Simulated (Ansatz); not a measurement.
in.yaml

```yaml
crystal:
  periodic: [false, false, false]
  atoms:
    - {symbol: C, position_ang: [0.000000, 0.000000, 0.000000]}
    - {symbol: P, position_ang: [0.000000, 0.000000, 1.232000]}
basis:
  gaussian: {orbitals: 6-31G}
magnetization: {spin_polarized: true, initial_magnetization: 1}
hamiltonian: {xc: {name: wB97M-V}}
output: {orbitals: {seedname: orbitals}}
```

```sh
$ ansatz run in.yaml --threads 1 --pin off --events-out ev --progress --plain --max-ram 2393MiB
```

Roughly how long does this take on 1 thread of AMD EPYC 9B14, shared host, and how much host memory?

0.99 s wall and 0.14 GiB.

```
  # Of w^i u^j: cxij and so on, Table III.
  gx(w, u) = 1 - cx + cx01*u + cx10*w
  gss(w, u) = css00 + css04*u^4 + css10*w + css20*w^2 + css43*w^4*u^3
  gos(w, u) = cos00 + cos10*w + (cos20 + cos21*u)*w^2 + (cos60 + cos61*u)*w^6
      + integral(e_c_pw_mod_opposite_spin*gos(b97_w_opposite, b97_u_opposite)) + vv10(b, c)
267 factors; integrals over basis functions are off by at most 7.6e-5 eV
93 factors; integrals over basis functions are off by at most 3.2e-6 eV
mean field evaluation 1: about -10309.5031 eV, gradient 2.2e1 eV
mean field evaluation 2: about -10308.1749 eV, gradient 2.8e1 eV
mean field evaluation 4: about -10312.3879 eV, gradient 1.0e0 eV
mean field evaluation 8: about -10312.4361 eV, gradient 5.6e-2 eV
mean field -10312.43622997 eV, -378.9750414312 hartree, gradient 6.5e-5 eV, S^2 0.763264; 0 other end points of the search recorded, 0 dependent functions left out
reference -10312.43625452 eV, -378.9750423334 hartree; 11, 10 occupied and 11, 12 virtual orbitals, 267 factors
Total energy: -10312.43625452 eV, -378.9750423334 hartree
```
